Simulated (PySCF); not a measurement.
Compound: CH5B.
SMILES with atom numbers: `[BH2:1][CH3:2]` (hydrogens: H3, H4 on B1; H5, H6, H7 on C2)

A GFN2-xTB structure was refined with PySCF 2.14.0, PBE0-D3(BJ)/def2-SVP geometry optimisation, gas phase. Its GFN2-xTB values:

```tsv
coordinate	GFN2-xTB
B1–C2	1.589 Å
B1–H3	1.128 Å
C2–H5	1.081 Å
B1–C2–H5	110.4°
B1–C2–H6	114.3°
C2–B1–H3	121.4°
C2–B1–H4	118.4°
H3–B1–H4	120.2°
H5–C2–H6	107.9°
H5–C2–H7	105.2°
```

Problem. How do these coordinates change at the PBE0-D3(BJ)/def2-SVP level?

Solution. 
```
coordinate  PBE0-D3(BJ)/def2-SVP (Å or °)  change
     B1–H3                          1.211  +0.083
     B1–C2                          1.556  -0.033
     C2–H5                          1.106  +0.025
  H3–B1–H4                          117.7    -2.5
  B1–C2–H6                          116.2    +1.9
  C2–B1–H3                          122.8    +1.4
  H5–C2–H7                          104.0    -1.2
  H5–C2–H6                          109.1    +1.2
  B1–C2–H5                          109.2    -1.2
  C2–B1–H4                          119.5    +1.1
```

The energy falls by 3.2 kcal/mol over 5 energy and gradient evaluations, the largest force component goes from 0.0459 to 2.6e-04 Eh/bohr, and the atoms move by 0.036 Å rms after alignment. The bond that changes most is B1–H3 (three-coordinate boron to B–H hydrogen), which lengthens by 0.083 Å. Bonds longer at the end by more than 0.005 Å: 5 of 6; shorter: 1. Rotational constants go from 99039, 21029, 19325 to 94476, 21443, 19544 MHz.

The run used 53 basis functions and 26 SCF cycles in all.

No PBE0-D3(BJ)/def2-SVP frequencies stand behind this structure, so it isn't proved a minimum.
